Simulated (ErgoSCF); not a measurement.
# SiHClO (SMILES O[Si]Cl) at 6 levels

Aim: a comparison of 6 runs (HF/STO-3G, HF/3-21G, HF/6-31G, HF/def2-SVP, B3LYP/6-31G*, PBE0/def2-SVP) of SiHClO. 

The calculation is run with ErgoSCF 3.8.

1 further run of the same task is left out (set aside as unsound or not needed).

### 1 Starting point

The species is SiHClO (4 atoms), meant as a singlet with charge 0. As SMILES, `O[Si]Cl`. The coordinates come from a PBE0-D4/def2-TZVP relaxation.

Bond lengths: O1–Si2 1.637 Å, Si2–Cl3 2.110 Å, O1–H4 0.963 Å. Angles: O1–Si2–Cl3 101.3°, Si2–O1–H4 120.4°.

### 2 The energy at HF/STO-3G (run 1)

input.ego reads:

```
set_nthreads("env")
molecule_inline
O  -1.72305228 0.85075470 -0.58335845
Si -0.82051908 -1.49231672 1.22265280
Cl 3.14129174 -1.32469801 0.79633059
H  -0.49284057 1.85268749 -1.47398638
EOF
tmpdir = "."
scf.output_mulliken_pop = 1
spin_polarization = 0
scf.max_number_of_iterations = 120
charge = 0
scf.use_diagonalization = 1
basis = "STO-3G"
run "HF"
```

The basis set STO-3G is read from a file made from the Basis Set Exchange's data (not shown).

Started as:

```bash
$ ergo < input.ego
```

Standard output:

```text
[...]
INSC SCF_general constructor, number of basis functions: 24
[...]
INSC Energy   1 =       -769.80857078553
[...]
INDE E_LUMO =          0.20628620175
[...]
INSC Energy  12 =       -814.65643687884  ( diff     -0.000000000002501 )
[...]
RESC CONVERGED after  12 iterations.
RESC FINAL ENERGY:       -814.65643687884
[...]
INSC SCF: dipole_moment_x [atomic units] =      -0.86605368
INSC SCF: dipole_moment_y [atomic units] =       0.16889849
INSC SCF: dipole_moment_z [atomic units] =      -0.07074722
[...]
```

It took 1.5 s on 1 thread of Arm Neoverse V1, shared host; peak memory 0.26 GiB.

### 3 A single-point energy at HF/3-21G (run 2)

mol.xyz reads:

```xyz
4
ClHOSi
O     -0.911800     0.450200    -0.308700
Si    -0.434200    -0.789700     0.647000
Cl     1.662300    -0.701000     0.421400
H     -0.260800     0.980400    -0.780000
```

run.inp reads:

```
# ClHOSi
set_nthreads("env")
scf.use_diagonalization = 1
charge = 0
scf.output_mulliken_pop = 1
basis = "3-21G"
scf.max_number_of_iterations = 120
tmpdir = "."
molecule "mol.xyz"
run "HF"
```

The basis set 3-21G is read from a file made from the Basis Set Exchange's data (not shown).

Started as:

```bash
$ ergo < run.inp
```

Standard output:

```text
[...]
INSC SCF_general constructor, number of basis functions: 37
[...]
INSC Energy   1 =       -587.71903320472
[...]
INDE E_LUMO =          0.03268381098
[...]
INSC Energy  17 =       -819.79255426534  ( diff     -0.000000000006139 )
[...]
RESC CONVERGED after  17 iterations.
RESC FINAL ENERGY:       -819.79255426534
[...]
INSC SCF: dipole_moment_x [atomic units] =      -0.50628454
INSC SCF: dipole_moment_y [atomic units] =       0.33944268
INSC SCF: dipole_moment_z [atomic units] =      -0.23345244
[...]
```

It took 2.2 s on 1 thread of Arm Neoverse V1, shared host; peak memory 0.26 GiB.

Run 3 isn't shown in full; the table further down has it.

### 4 The energy at HF/def2-SVP (run 4)

job.ego reads:

```
# ClHOSi
set_nthreads(1)
molecule_inline
O   -1.72305228   0.85075470  -0.58335845
Si  -0.82051908  -1.49231672   1.22265280
Cl   3.14129174  -1.32469801   0.79633059
H   -0.49284057   1.85268749  -1.47398638
EOF
scf.use_diagonalization = 1
basis = "def2-SVP"
scf.max_number_of_iterations = 120
tmpdir = "."
scf.output_mulliken_pop = 1
run "HF"
```

The basis set def2-SVP is read from a file made from the Basis Set Exchange's data (not shown).

Started as:

```bash
$ ergo job.ego
```

Standard output:

```text
[...]
INSC SCF_general constructor, number of basis functions: 55
[...]
INSC Energy   1 =       -443.34540373357
[...]
INDE E_LUMO =          0.05005888704
[...]
INSC Energy  18 =       -823.64332242766  ( diff     -0.000000000003411 )
[...]
RESC CONVERGED after  18 iterations.
RESC FINAL ENERGY:       -823.64332242766
[...]
INSC SCF: dipole_moment_x [atomic units] =      -0.08874792
INSC SCF: dipole_moment_y [atomic units] =       0.30049040
INSC SCF: dipole_moment_z [atomic units] =      -0.23321659
[...]
```

It took 10 s on 1 thread of Arm Neoverse V1, shared host; peak memory 0.26 GiB.

Run 5 isn't shown in full; the table further down has it.

### 5 The energy at PBE0/def2-SVP (run 6)

job.ego reads:

```
# single point, ClHOSi
set_nthreads(1)
molecule_inline Angstrom
O       -0.911800       0.450200      -0.308700
Si      -0.434200      -0.789700       0.647000
Cl       1.662300      -0.701000       0.421400
H       -0.260800       0.980400      -0.780000
EOF
XC.angint = 41
tmpdir = "."
XC.sparse_mode = 0
scf.max_number_of_iterations = 120
spin_polarization = 0
XC.radint = 1e-11
basis = "def2-SVP"
scf.use_diagonalization = 1
scf.output_mulliken_pop = 1
run "PBE0"
```

The basis set def2-SVP is read from a file made from the Basis Set Exchange's data (not shown).

Started as:

```bash
$ ergo < job.ego
```

Standard output:

```text
[...]
INDF Weighted mixed functional:
[...]
INSC Energy   1 =       -452.48941297104
[...]
INDE E_LUMO =         -0.06833722981
[...]
INSC Energy  15 =       -824.92975840873  ( diff     -0.000000000000568 )
[...]
RESC CONVERGED after  15 iterations.
RESC FINAL ENERGY:       -824.92975840873
[...]
INSC SCF: dipole_moment_x [atomic units] =      -0.05112216
INSC SCF: dipole_moment_y [atomic units] =       0.35200926
INSC SCF: dipole_moment_z [atomic units] =      -0.27719395
[...]
```

Run time: 11 s. Hardware: 1 thread of Arm Neoverse V1, shared host; peak memory 0.26 GiB.

### 6 Overview of the runs

```
run                               level  integration grid  radint  energy (Eh)  dipole moment (D)  wall time
  1                           HF/STO-3G                 –       –  -814.656437               2.25      1.5 s
  2                            HF/3-21G                 –       –  -819.792554               1.66      2.2 s
  3                            HF/6-31G                 –       –  -823.813292               1.11      5.4 s
  4                         HF/def2-SVP                 –       –  -823.643322               0.99       10 s
  5  B3LYP/6-31G* (spherical functions)             Turbo   1e-11  -825.566773               1.24       14 s
  6                       PBE0/def2-SVP             Turbo   1e-11  -824.929758               1.15       11 s
```

### 7 Results

| quantity | value |
| --- | --- |
| run 6: total energy | -824.92976 Eh |
| run 6: dipole moment | 1.15 D |

**Reading.** The dipole moment (its size) runs from 0.99 D (HF/def2-SVP) to 2.25 D (HF/STO-3G). Totals of different functionals can't be ranked against each other. In run 1 the basis is minimal, so the values are rough. All runs together took 45 s, the longest 14 s.
